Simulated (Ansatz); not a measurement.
# C3H7FO: basis-set convergence

An exercise on one series of results from a longer session: the logs are not shown, and one member is left open.

Method: one geometry, several basis sets; program: Ansatz 0.2.0, Gaussian basis.

The runs, in order: PBE0-D4/def2-SVP; ωB97M-V/def2-SVP; PBE0-D4/def2-QZVPP; ωB97M-V/def2-QZVPP; CCSD(T)/cc-pV(D+d)Z; CCSD(T)/cc-pV(T+d)Z; MP2/cc-pV(Q+d)Z; the functionals' def2-TZVPP values are taken from earlier runs.

**The geometry**

All runs share one geometry, relaxed beforehand with PBE0-D4 in a triple-zeta def2 set.

SMILES `CC(O)CF`, 12 atoms, charge 0, spin multiplicity 1.

Atoms are counted from 1 here; the program's logs count them from 0.

Bond lengths: C1–C2 1.510 Å, C1–H6 1.093 Å, C1–H7 1.092 Å, C1–H8 1.090 Å, C2–O3 1.412 Å, C2–C4 1.509 Å, C2–H9 1.101 Å, O3–H10 0.962 Å, C4–F5 1.389 Å, C4–H11 1.094 Å, C4–H12 1.094 Å. Angles: C2–C1–H6 110.4°, C2–C1–H7 111.1°, C2–C1–H8 109.8°, H6–C1–H7 108.9°, H6–C1–H8 108.1°, H7–C1–H8 108.4°, C1–C2–O3 108.0°, C1–C2–C4 111.2°, C1–C2–H9 109.6°, O3–C2–C4 110.3°, O3–C2–H9 109.9°, C4–C2–H9 107.8°, C2–O3–H10 107.6°, C2–C4–F5 109.1°, C2–C4–H11 111.5°, C2–C4–H12 110.6°, F5–C4–H11 107.9°, F5–C4–H12 107.6° and more.

The first run:

File in.yaml:

```yaml
crystal:
  periodic: [false, false, false]
  atoms:
    - {symbol: C, position_ang: [0.287596, 1.281236, -0.487560]}
    - {symbol: C, position_ang: [0.046554, -0.207038, -0.401165]}
    - {symbol: O, position_ang: [-1.237597, -0.471403, -0.924343]}
    - {symbol: C, position_ang: [0.142293, -0.694175, 1.023942]}
    - {symbol: F, position_ang: [-0.110324, -2.060061, 1.054435]}
    - {symbol: H, position_ang: [-0.450683, 1.822735, 0.108558]}
    - {symbol: H, position_ang: [1.287306, 1.538433, -0.131242]}
    - {symbol: H, position_ang: [0.194884, 1.611013, -1.522832]}
    - {symbol: H, position_ang: [0.809195, -0.738764, -0.990971]}
    - {symbol: H, position_ang: [-1.422091, -1.405103, -0.783069]}
    - {symbol: H, position_ang: [1.140448, -0.527262, 1.438839]}
    - {symbol: H, position_ang: [-0.610580, -0.204712, 1.649308]}
basis:
  gaussian: {orbitals: def2-SVP}
hamiltonian: {xc: pbe0, dispersion: d4}
output: {orbitals: {seedname: orbitals}}
```

Launch:

```bash
$ ansatz run in.yaml --threads 2 --pin off --events-out ev --progress --plain --max-ram 22528MiB --backend cpu
```

Steps of the session up to this table: PBE0-D4 in def2-SVP; ωB97M-V in def2-SVP; PBE0-D4 in def2-QZVPP; ωB97M-V in def2-QZVPP.

One table of the session follows, with a row left open; its other results are not shown here.

It belongs to the step «Functionals by basis». 

```
functional       basis  HOMO (eV)  LUMO (eV)
   PBE0-D4    def2-SVP      -7.77       1.84
   PBE0-D4  def2-TZVPP      -8.01       1.23
   PBE0-D4  def2-QZVPP      -8.06       0.76
   ωB97M-V    def2-SVP     -10.21       3.49
   ωB97M-V  def2-TZVPP          ?          ?
   ωB97M-V  def2-QZVPP     -10.52       1.92
```

Q: Estimate the row for ωB97M-V, def2-TZVPP from the others.

**Answer.** HOMO (eV): -10.46; LUMO (eV): 2.66. In the column «HOMO (eV)» it lies between ωB97M-V, def2-QZVPP (-10.52) and ωB97M-V, def2-SVP (-10.21).
